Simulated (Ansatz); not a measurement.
The same path of C2H5FN2O (11 atoms, charge 0, multiplicity 1) was run twice with different band settings. The coordinate that changes most is the angle C1–N2–C3.

Theory: Ansatz 0.2.0, RKS B3LYP/STO-3G.

Relaxed end points:

```xyz
11
Properties=species:S:1:pos:R:3
C 0.062 -1.850 -0.542
N -0.656 -0.896 -0.001
C 0.043 0.503 -0.135
N -0.011 1.247 1.199
O -0.741 1.227 -1.119
F 1.385 0.402 -0.526
H -0.320 -2.885 -0.508
H 1.043 -1.687 -1.031
H -0.879 0.859 1.671
H 0.780 0.836 1.778
H -0.641 2.187 -0.766
```

```xyz
11
Properties=species:S:1:pos:R:3
C 0.059 -1.850 -0.545
N -0.652 -0.899 0.008
C 0.046 0.502 -0.132
N -0.008 1.251 1.198
O -0.739 1.223 -1.117
F 1.388 0.398 -0.525
H 1.036 -1.686 -1.045
H -0.322 -2.886 -0.511
H -0.876 0.866 1.672
H 0.783 0.844 1.779
H -0.649 2.182 -0.760
```

Common settings: spring 5.0 eV/Å²; optimiser quadratic models (default); start path IDPP; force threshold 0.05 eV/Å; end points relaxed.

| run | movable images | climbing image | iteration limit |
| --- | --- | --- | --- |
| 1 | 7 | yes | 57 |
| 2 | 3 | no | 60 |

Problem. What does each run give, and how far can it be trusted?

Solution. Run 1: converged after 21 iterations, highest image 1.544 eV above the first end. Beside the main top the profile has a ripple of under 15 meV (maxima at images 3, 6), which may be a very shallow well or noise. Neighbouring images differ by up to 1.2 eV, so the band resolves the path poorly. A vibrational analysis at the climbing image gives 2 clearly imaginary modes (432i, 145i cm⁻¹): a point of higher order, so a lower path passes nearby.
Run 2: converged after 39 iterations, highest image 0.458 eV above the first end. The dihedral H8–C1–N2–C3 jumps by 135° between images 1 and 2, so the path isn't resolved there. No image climbed, so the highest image needn't sit at the top of the path. A band with more images between the same ends climbed to 1.54 eV, so this one has probably stepped over the top. So few images can step over the top or miss a turn of the path.
Limits of this set-up: minimal basis.
